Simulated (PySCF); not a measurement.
C4H5F.
Bonds: F1–C2, C2–C3 (double), C3–C4, C4–C5, C2–C5. Hydrogens: H6 on C3; H7, H8 on C4; H9, H10 on C5.

The same species was optimised twice, with GFN2-xTB and with PBE0-D3(BJ)/def2-SVP (PySCF), and the same property calculations (PySCF, gas phase) were run on both structures.

```tsv
coordinate	GFN2-xTB	PBE0-D3(BJ)/def2-SVP	change
F1–C2 (Å)	1.338	1.318	-0.020
C3–H6 (Å)	1.072	1.090	+0.018
C4–H8 (Å)	1.088	1.102	+0.014
C4–H7 (Å)	1.088	1.102	+0.014
C5–H9 (Å)	1.088	1.102	+0.014
C5–H10 (Å)	1.088	1.102	+0.014
C2=C3 (Å)	1.325	1.337	+0.012
C4–C5 (Å)	1.553	1.561	+0.008
C3–C4 (Å)	1.511	1.516	+0.005
C2–C5 (Å)	1.495	1.494	-0.001
C4–C3–H6 (°)	132.5	133.6	+1.1
C2–C3–C4 (°)	92.2	91.2	-1.0
C3–C2–C5 (°)	96.5	97.3	+0.8
C3–C4–H8 (°)	115.0	115.6	+0.6
C3–C4–H7 (°)	115.0	115.6	+0.6
C3–C4–C5 (°)	86.9	87.5	+0.6
H7–C4–H8 (°)	109.5	108.9	-0.6
C5–C4–H8 (°)	114.6	114.0	-0.6
```

Rotational constants: A = 12581, B = 4461, C = 3435 MHz (GFN2-xTB) against A = 12324, B = 4519, C = 3453 MHz (PBE0-D3(BJ)/def2-SVP). Point groups within 0.08 Å: Cs and Cs.

On the GFN2-xTB structure: lowest singlet, TDDFT (eV) 7.22 [wB97X-D/def2-SVPD]; lowest triplet, Tamm–Dancoff (eV) 4.64 [wB97X-D/def2-SVPD]; isotropic polarisability (au) 45.3 [wB97X-D/def2-SVPD]; HOMO (eV) -9.07 [wB97X-D/def2-SVPD]; LUMO (eV) 2.47 [wB97X-D/def2-SVPD]; dipole (D) 1.70 [wB97X-D/def2-SVPD]; HOMO (eV) -7.18 [PBE0/pcSseg-1]; LUMO (eV) 0.75 [PBE0/pcSseg-1]; dipole (D) 1.58 [PBE0/pcSseg-1]; GIAO shielding of F1 (ppm) 251.4 [PBE0/pcSseg-1]; GIAO shielding of C2 (ppm) 24.6 [PBE0/pcSseg-1]; GIAO shielding of C3 (ppm) 75.7 [PBE0/pcSseg-1]; GIAO shielding of C4 (ppm) 167.7 [PBE0/pcSseg-1]; GIAO shielding of C5 (ppm) 150.7 [PBE0/pcSseg-1]; F1s of F1 (eV) 692.99 [delta-SCF UKS SCAN, pcX-2 on the ionised atom, pcseg-1 elsewhere, spin-free X2C]; C1s of C2 (eV) 292.71 [delta-SCF UKS SCAN, pcX-2 on the ionised atom, pcseg-1 elsewhere, spin-free X2C]; C1s of C3 (eV) 290.38 [delta-SCF UKS SCAN, pcX-2 on the ionised atom, pcseg-1 elsewhere, spin-free X2C]; C1s of C4 (eV) 291.08 [delta-SCF UKS SCAN, pcX-2 on the ionised atom, pcseg-1 elsewhere, spin-free X2C]; C1s of C5 (eV) 291.18 [delta-SCF UKS SCAN, pcX-2 on the ionised atom, pcseg-1 elsewhere, spin-free X2C].

**Question.** What do these properties become on the PBE0-D3(BJ)/def2-SVP structure?

**Answer.** 
```
                                    property                                                                            level  on GFN2-xTB  on PBE0-D3(BJ)/def2-SVP  change
                  lowest singlet, TDDFT (eV)                                                                wB97X-D/def2-SVPD         7.22                     7.14   -0.08
           lowest triplet, Tamm–Dancoff (eV)                                                                wB97X-D/def2-SVPD         4.64                     4.52   -0.12
               isotropic polarisability (au)                                                                wB97X-D/def2-SVPD         45.3                     46.1    +0.8
                                   HOMO (eV)                                                                wB97X-D/def2-SVPD        -9.07                    -8.98   +0.09
                                   LUMO (eV)                                                                wB97X-D/def2-SVPD         2.47                     2.41   -0.06
                                  dipole (D)                                                                wB97X-D/def2-SVPD         1.70                     1.55   -0.15
energy, GFN2-xTB geometry as zero (kcal/mol)                                                                wB97X-D/def2-SVPD          0.0                     -0.6    -0.6
                                   HOMO (eV)                                                                    PBE0/pcSseg-1        -7.18                    -7.09   +0.09
                                   LUMO (eV)                                                                    PBE0/pcSseg-1         0.75                     0.69   -0.06
                                  dipole (D)                                                                    PBE0/pcSseg-1         1.58                     1.43   -0.15
energy, GFN2-xTB geometry as zero (kcal/mol)                                                                    PBE0/pcSseg-1          0.0                     -0.3    -0.3
                  GIAO shielding of F1 (ppm)                                                                    PBE0/pcSseg-1        251.4                    250.1    -1.3
                  GIAO shielding of C2 (ppm)                                                                    PBE0/pcSseg-1         24.6                     24.6     0.0
                  GIAO shielding of C3 (ppm)                                                                    PBE0/pcSseg-1         75.7                     75.3    -0.4
                  GIAO shielding of C4 (ppm)                                                                    PBE0/pcSseg-1        167.7                    164.3    -3.4
                  GIAO shielding of C5 (ppm)                                                                    PBE0/pcSseg-1        150.7                    149.7    -1.0
                              F1s of F1 (eV)  delta-SCF UKS SCAN, pcX-2 on the ionised atom, pcseg-1 elsewhere, spin-free X2C       692.99                   693.14   +0.15
                              C1s of C2 (eV)  delta-SCF UKS SCAN, pcX-2 on the ionised atom, pcseg-1 elsewhere, spin-free X2C       292.71                   292.73   +0.02
                              C1s of C3 (eV)  delta-SCF UKS SCAN, pcX-2 on the ionised atom, pcseg-1 elsewhere, spin-free X2C       290.38                   290.39   +0.01
                              C1s of C4 (eV)  delta-SCF UKS SCAN, pcX-2 on the ionised atom, pcseg-1 elsewhere, spin-free X2C       291.08                   291.12   +0.04
                              C1s of C5 (eV)  delta-SCF UKS SCAN, pcX-2 on the ionised atom, pcseg-1 elsewhere, spin-free X2C       291.18                   291.20   +0.02
```

The heavy atoms differ by 0.012 Å rms after alignment. Among all bonds F1–C2 changes most (-0.020 Å). Changes are differences of the printed values. Neither structure is proved a minimum here.

Note: wB97X-D ran without an empirical dispersion term, which enters the total energy and its gradient alone.
